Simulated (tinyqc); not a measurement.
Inside a calculation. Method: UHF in the sto-3g basis, for CH2, spin multiplicity 3. One step of it, computed by the program tinyqc.

Problem. Orthogonalisation. S = U s U^T; symmetric (Loewdin) form X = U s^(-1/2) U^T, so that X^T S X = 1.

overlap S, order 1C 1s, 1C 2s, 1C 2px, 1C 2py, 1C 2pz, 2H 1s, 3H 1s:
$$\begin{pmatrix}
1.000000 & 0.248362 & 0.000000 & 0.000000 & 0.000000 & 0.073334 & 0.083538 \\
0.248362 & 1.000000 & 0.000000 & 0.000000 & 0.000000 & 0.531721 & 0.565337 \\
0.000000 & 0.000000 & 1.000000 & 0.000000 & 0.000000 & 0.000000 & 0.000000 \\
0.000000 & 0.000000 & 0.000000 & 1.000000 & 0.000000 & 0.417532 & -0.431058 \\
0.000000 & 0.000000 & 0.000000 & 0.000000 & 1.000000 & 0.256573 & 0.265145 \\
0.073334 & 0.531721 & 0.000000 & 0.417532 & 0.256573 & 1.000000 & 0.194129 \\
0.083538 & 0.565337 & 0.000000 & -0.431058 & 0.265145 & 0.194129 & 1.000000
\end{pmatrix}$$

Give: eigenvalues of S; X.

Solution.

eigenvalues of S: [0.2169, 0.2988, 0.8739, 1.0000, 1.0841, 1.5103, 2.0160]

X, order 1C 1s, 1C 2s, 1C 2px, 1C 2py, 1C 2pz, 2H 1s, 3H 1s:
$$\begin{pmatrix}
1.0273 & -0.1602 & 0.0000 & 0.0006 & -0.0144 & 0.0271 & 0.0270 \\
-0.1602 & 1.4275 & 0.0000 & -0.0271 & 0.1881 & -0.4122 & -0.4726 \\
0.0000 & 0.0000 & 1.0000 & 0.0000 & 0.0000 & 0.0000 & 0.0000 \\
0.0006 & -0.0271 & 0.0000 & 1.2463 & -0.0107 & -0.3420 & 0.3772 \\
-0.0144 & 0.1881 & 0.0000 & -0.0107 & 1.0877 & -0.1958 & -0.2182 \\
0.0271 & -0.4122 & 0.0000 & -0.3420 & -0.1958 & 1.3358 & -0.0434 \\
0.0270 & -0.4726 & 0.0000 & 0.3772 & -0.2182 & -0.0434 & 1.4002
\end{pmatrix}$$
